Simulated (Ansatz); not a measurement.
# CH4AlS radical: small, medium and large basis sets

An exercise on one series of results from a longer session: the logs are not shown, and one member is left open.

Method: one geometry, several basis sets; program: Ansatz 0.2.0, Gaussian basis.

Levels to be run: PBE0-D4/def2-SVP; ωB97M-V/def2-SVP; PBE0-D4/def2-QZVPP; ωB97M-V/def2-QZVPP; the functionals' def2-TZVPP values are taken from earlier runs.

### Structure used throughout

The geometry comes from an earlier relaxation with PBE0-D4 in a triple-zeta def2 set; it is a stationary point, not always the lowest conformer.

SMILES `[CH3][Al][SH]`, 7 atoms, charge 0, spin multiplicity 2.

Atoms are counted from 1 here; the program's logs count them from 0.

Bond lengths: C1–Al2 1.964 Å, C1–H4 1.091 Å, C1–H5 1.094 Å, C1–H6 1.095 Å, Al2–S3 2.206 Å, S3–H7 1.343 Å. Angles: Al2–C1–H4 112.9°, Al2–C1–H5 109.9°, Al2–C1–H6 109.2°, H4–C1–H5 108.8°, H4–C1–H6 108.1°, H5–C1–H6 107.8°, C1–Al2–S3 115.0°, Al2–S3–H7 94.7°.

The first run:

Input file in.yaml:

```yaml
crystal:
  periodic: [false, false, false]
  atoms:
    - {symbol: C, position_ang: [-1.011375, 0.582978, -0.368812]}
    - {symbol: Al, position_ang: [0.013999, -0.910359, 0.390970]}
    - {symbol: S, position_ang: [2.199192, -0.612294, 0.442385]}
    - {symbol: H, position_ang: [-2.033798, 0.306519, -0.631505]}
    - {symbol: H, position_ang: [-0.507964, 0.962360, -1.263452]}
    - {symbol: H, position_ang: [-1.056813, 1.397869, 0.361417]}
    - {symbol: H, position_ang: [2.457959, -1.795073, 1.023296]}
basis:
  gaussian: {orbitals: def2-SVP}
magnetization: {spin_polarized: true, initial_magnetization: 1}
hamiltonian: {xc: pbe0, dispersion: d4}
output: {orbitals: {seedname: orbitals}}
```

Among the steps run: PBE0-D4 in def2-SVP; ωB97M-V in def2-SVP; PBE0-D4 in def2-QZVPP; ωB97M-V in def2-QZVPP.

One of the session's tables, all rows but one given; the rest of the session is left out.

It belongs to the step «Density functionals: the series». 

| functional | basis | HOMO (eV) | LUMO (eV) |
| --- | --- | --- | --- |
| PBE0-D4 | def2-SVP | -5.52 | -2.30 |
| PBE0-D4 | def2-TZVPP | ? | ? |
| PBE0-D4 | def2-QZVPP | -5.58 | -2.35 |
| ωB97M-V | def2-SVP | -7.12 | -0.86 |
| ωB97M-V | def2-TZVPP | -7.17 | -0.87 |
| ωB97M-V | def2-QZVPP | -7.22 | -0.98 |

Q: Estimate the row for PBE0-D4, def2-TZVPP from the others.

The run gave: HOMO (eV): -5.55; LUMO (eV): -2.31. In the column «HOMO (eV)» it lies between PBE0-D4, def2-QZVPP (-5.58) and PBE0-D4, def2-SVP (-5.52).
